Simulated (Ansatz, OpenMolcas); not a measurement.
## Worked example: vertical ionisation energy of CH3BO (Borane carbonyl)

CH3BO: 6 atoms, total charge 0, spin state singlet. As SMILES, `[BH3-]C#[O+]`. The coordinates come from a PBE0-D4/def2-TZVP relaxation.

```jsonl
{"atom": "B", "x (Å)": "-0.2752", "y (Å)": "0.4197", "z (Å)": "-0.1999"}
{"atom": "C", "x (Å)": "0.4942", "y (Å)": "-0.7557", "z (Å)": "0.3593"}
{"atom": "O", "x (Å)": "1.0683", "y (Å)": "-1.6311", "z (Å)": "0.7763"}
{"atom": "H", "x (Å)": "-1.4371", "y (Å)": "0.1217", "z (Å)": "-0.0503"}
{"atom": "H", "x (Å)": "0.0695", "y (Å)": "0.4851", "z (Å)": "-1.3568"}
{"atom": "H", "x (Å)": "0.0803", "y (Å)": "1.3602", "z (Å)": "0.4715"}
```

Both states at this one shape; open shells run unrestricted unless said. 1 Eh = 27.2114 eV.

```tsv
level	program	singlet CH3BO (Eh)	doublet CH3BO+ (Eh)	HOMO of the first (eV)
M06-L/def2-TZVP	OpenMolcas	-140.015522	-139.570650	-8.48
CAM-B3LYP/def2-TZVP	Ansatz	-139.956295	-139.505651	-10.99
```

Problem. Work out the vertical ionisation energy at each level.

Solution. 
1. M06-L/def2-TZVP: -139.570650 − (-140.015522) = 0.444872 Eh = 12.11 eV; −ε(HOMO) = 8.48 eV.
2. CAM-B3LYP/def2-TZVP: -139.505651 − (-139.956295) = 0.450644 Eh = 12.26 eV; −ε(HOMO) = 10.99 eV.

No measured value is set beside it here; the levels span 12.11 to 12.26 eV. In semi-local functionals −ε(HOMO) lies far under the ionisation energy, a result of self-interaction, while the difference of totals does much better.
